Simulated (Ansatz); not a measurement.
```yaml
crystal:
  periodic: [false, false, false]
  atoms:
    - {symbol: C, position_ang: [-2.239140, -0.137288, 0.001111]}
    - {symbol: C, position_ang: [-1.308731, 0.661188, 0.006249]}
    - {symbol: Ga, position_ang: [0.585420, -0.108350, -0.001380]}
    - {symbol: H, position_ang: [1.781004, 1.252114, 0.007748]}
basis:
  gaussian: {orbitals: def2-TZVP}
magnetization: {spin_polarized: true, initial_magnetization: 2}
hamiltonian: {xc: pbe0}
relax: {f_tol: 0.004, max_steps: 80}
```

```sh
$ ansatz run in.yaml --threads 1 --pin off --events-out ev --progress --plain --max-ram 2176MiB
```

Steps of the relaxation (energy above the last step; positions in Å, forces in eV/Å):

```
4
step 1, 383.3 meV
C    -2.239   -0.137    0.001   -1.837   -1.355   -0.008
C    -1.309    0.661    0.006    2.449    0.856    0.004
Ga    0.585   -0.108   -0.001    0.211    1.660    0.012
H     1.781    1.252    0.008   -0.822   -1.161   -0.008
```

```
4
step 2, 139.0 meV
C    -2.232   -0.182    0.001   -0.228    0.157    0.001
C    -1.312    0.664    0.006    0.632   -0.391   -0.004
Ga    0.603    0.067    0.000   -0.723   -0.168   -0.001
H     1.758    1.119    0.007    0.318    0.402    0.003
```

```
4
step 3, 95.9 meV
C    -2.261   -0.153    0.001    0.175    0.460    0.003
C    -1.280    0.629    0.006   -0.069   -0.646   -0.005
Ga    0.606    0.040    0.000   -0.128    0.141    0.001
H     1.753    1.151    0.007    0.022    0.045    0.000
```

```
4
step 4, 55.7 meV
C    -2.304   -0.106    0.001   -0.686   -0.174   -0.001
C    -1.263    0.562    0.005    0.819    0.004   -0.001
Ga    0.630    0.040    0.000   -0.123    0.159    0.001
H     1.756    1.173    0.007   -0.010    0.012    0.000
```

```
4
step 9, 0.0 meV
C    -2.390    0.056    0.003   -0.003   -0.001    0.000
C    -1.200    0.382    0.004    0.004    0.001    0.000
Ga    0.695    0.004   -0.001    0.001    0.002    0.000
H     1.713    1.225    0.008   -0.002   -0.002    0.000
```

Close pairs at the end: C1–C2 1.234 Å, Ga3–H4 1.589 Å, C2–Ga3 1.932 Å.

A stationary point of unrestricted PBE0 after 9 steps, with ⟨S²⟩ = 2.029 against 2.00 for a pure state; no frequencies were run, so it isn't proven a minimum. 57 s on 1 thread of Intel Xeon Platinum 8488C, shared host.
